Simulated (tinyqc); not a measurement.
Ways to converge the cycle: SCF convergence aids in the sto-3g basis, for HF, spin multiplicity 1. Computed by the program tinyqc with PySCF. 

Geometry (angstrom):

| atom | x | y | z |
|---|---|---|---|
| F | 0.0000 | 0.0000 | 0.0000 |
| H | 0.0000 | 0.0000 | 1.0260 |

lowest restricted solution found by these runs and by PySCF = -98.567216 hartree

RHF with one setting changed at a time; a run stops when the energy changes by less than 1e-09 hartree and the error matrix is below 1e-5. The start is the Wolfsberg-Helmholz matrix. Damping d keeps d of the old density; a shift (hartree) raises the virtual levels; DIIS n extrapolates F over n matrices.

Largest element of the error matrix X^T (FDS - SDF) X:

| iteration | plain | damping 0.3 | damping 0.6 | shift 0.4 | DIIS 3 | DIIS 8 |
|---|---|---|---|---|---|---|
| 1 | 4.7e-01 | 4.7e-01 | 4.7e-01 | 4.7e-01 | 4.7e-01 | 4.7e-01 |
| 2 | 1.2e-01 | 2.2e-01 | 3.1e-01 | 2.5e-01 | 1.2e-01 | 1.2e-01 |
| 3 | 2.9e-02 | 9.7e-02 | 2.2e-01 | 1.0e-01 | 1.7e-02 | 1.7e-02 |
| 4 | 7.0e-03 | 4.1e-02 | 1.5e-01 | 3.7e-02 | 2.0e-03 | 2.0e-03 |
| 5 | 1.6e-03 | 2.0e-02 | 1.0e-01 | 1.4e-02 | 6.7e-06 | 2.2e-05 |
| 6 | 3.6e-04 | 9.2e-03 | 7.0e-02 | 5.4e-03 | 5.3e-07 | 6.5e-07 |
| 8 | 1.8e-05 | 2.1e-03 | 3.1e-02 | 8.0e-04 | - | - |
| 10 | - | 4.5e-04 | 1.5e-02 | 1.2e-04 | - | - |
| 14 | - | 2.0e-05 | 3.5e-03 | - | - | - |
| 20 | - | - | 4.1e-04 | - | - | - |
| 30 | - | - | 1.1e-05 | - | - | - |

How each run ends:

| run | iterations | E (hartree) | state |
|---|---|---|---|
| plain | 9 | -98.56722 | lowest found |
| damping 0.3 | 19 | -98.56722 | lowest found |
| damping 0.6 | 40 | -98.56722 | lowest found |
| shift 0.4 | 13 | -98.56722 | lowest found |
| DIIS 3 | 6 | -98.56722 | lowest found |
| DIIS 8 | 6 | -98.56722 | lowest found |

6 of 6 runs reach the lowest restricted solution found, in 6 to 40 iterations (fastest: DIIS 3, DIIS 8). Plain steps already contract here, so damping only slows them. DIIS 3 and DIIS 8 gain by cancelling the error over several earlier matrices, much as a quasi-Newton step does.
